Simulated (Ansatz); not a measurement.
# Caesium, bcc under PBE: testing the plane-wave cutoff

A convergence test of the plane-wave cutoff. The geometry was relaxed under PBE beforehand and stays fixed; 9 values are run, from 150 to 800 eV. Wanted are the values from which on the energy stays within 10 and 1 meV/atom, and the pressure within 0.5 GPa, of the last run. Within the series other settings stay, but some runs also write fields, which adds to their time. Spin polarisation is left out.

Computed with Ansatz 0.2.0 (DFT PBE, plane waves with PAW, scalar-relativistic, unless a step says otherwise).

## 1. The structure to begin with

It takes space group Im-3m (No. 229, cubic). The conventional cell has a = 6.154 Å, b = 6.154 Å, c = 6.154 Å, α = 90.00°, β = 90.00°, γ = 90.00°.

Structure file:

```xyz
1
Lattice="-3.0772 3.0772 3.0772 3.0772 -3.0772 3.0772 3.0772 3.0772 -3.0772" Properties=species:S:1:pos:R:3 pbc="T T T"
Cs    0.0000    0.0000    0.0000
```

## 2. The usual settings first

The input, input.yaml:

```yaml
crystal:
  lattice:
    - [-3.0771709509, 3.0771709509, 3.0771709509]
    - [3.0771709509, -3.0771709509, 3.0771709509]
    - [3.0771709509, 3.0771709509, -3.0771709509]
  atoms:
    - { symbol: Cs, position: [0.0, 0.0, 0.0] }
hamiltonian:
  xc: pbe
  pseudopotentials:
    kind: paw
    azcp:
      Cs: "pseudopotentials/Cs.paw.azcp"
basis:
  ecutwfc: 420
  fft_grid_basis: typed
kpoints:
  mp_grid: { grid: [12, 12, 12], shift: [0, 0, 0] }
magnetization:
  spin_polarized: false
scf:
  occupations: { method: fermi_dirac, width: 0.1 }
  lower_state_search: "off"
output:
  stress: true
```

Command:

```bash
$ ansatz run input.yaml --threads 1 --pin off --max-ram 3584MiB --backend cpu --events-out ev --progress --plain --runs-dir out
```

## 3. Run at 150 eV

The run at 150 eV.

Changes to input.yaml since step 2:

```diff
@@ -14,6 +14,6 @@
 basis:
-  ecutwfc: 420
+  ecutwfc: 150
   fft_grid_basis: typed
 kpoints:
-  mp_grid: { grid: [12, 12, 12], shift: [0, 0, 0] }
+  mp_grid: { grid: [7, 7, 7], shift: [0, 0, 0] }
 magnetization:
@@ -25 +25,5 @@
   stress: true
+  write_density: true
+  write_potential: true
+  elf: true
+  volumetric_format: npy
```

## 4. Run at 200 eV

The run at 200 eV.

Changes to input.yaml since step 3:

```diff
@@ -14,3 +14,3 @@
 basis:
-  ecutwfc: 150
+  ecutwfc: 200
   fft_grid_basis: typed
```

## 5. Run at 250 eV

The run at 250 eV.

Changes to input.yaml since step 4:

```diff
@@ -14,3 +14,3 @@
 basis:
-  ecutwfc: 200
+  ecutwfc: 250
   fft_grid_basis: typed
@@ -25,5 +25 @@
   stress: true
-  write_density: true
-  write_potential: true
-  elf: true
-  volumetric_format: npy
```

## 6. Run at 300 eV

The run at 300 eV.

Changes to input.yaml since step 5:

```diff
@@ -14,3 +14,3 @@
 basis:
-  ecutwfc: 250
+  ecutwfc: 300
   fft_grid_basis: typed
```

## 7. Run at 350 eV

The run at 350 eV.

Changes to input.yaml since step 6:

```diff
@@ -14,3 +14,3 @@
 basis:
-  ecutwfc: 300
+  ecutwfc: 350
   fft_grid_basis: typed
```

## 8. Run at 420 eV

The run at 420 eV.

Changes to input.yaml since step 7:

```diff
@@ -14,3 +14,3 @@
 basis:
-  ecutwfc: 350
+  ecutwfc: 420
   fft_grid_basis: typed
```

## 9. Run at 500 eV

The run at 500 eV.

Changes to input.yaml since step 8:

```diff
@@ -14,3 +14,3 @@
 basis:
-  ecutwfc: 420
+  ecutwfc: 500
   fft_grid_basis: typed
```

## 10. Run at 600 eV

The run at 600 eV.

Changes to input.yaml since step 9:

```diff
@@ -14,3 +14,3 @@
 basis:
-  ecutwfc: 500
+  ecutwfc: 600
   fft_grid_basis: typed
```

## 11. Run at 800 eV

The run at 800 eV.

Changes to input.yaml since step 10:

```diff
@@ -14,3 +14,3 @@
 basis:
-  ecutwfc: 600
+  ecutwfc: 800
   fft_grid_basis: typed
```

(Steps that only read results are left out.)

**Question.** What will these runs give?

As calculated:

| quantity | value |
| --- | --- |
| E(σ → 0) stays within 10 meV/atom of 800 eV | from 300 eV on |
| E(σ → 0) stays within 1 meV/atom | from 350 eV on |
| pressure stays within 0.5 GPa | from 150 eV on |
| pressure at 800 eV | 0.00 GPa |
| CPU time, dearest over cheapest | 4.2 |
| run at the usual settings (mesh 12×12×12 against the series' 7×7×7, 420 eV) | +3.0 meV/atom from 800 eV, 0.01 GPa |

**Reading.** The far end, 150 eV, lies +728.5 meV/atom and 0.0 GPa from the yardstick. Each step up in cutoff lowers the energy. 1 meV/atom is reached at 350 eV; energy differences often converge earlier, as errors cancel. The cell taken over is 6 % larger than the measured one (110.45 Å³/atom, COD).
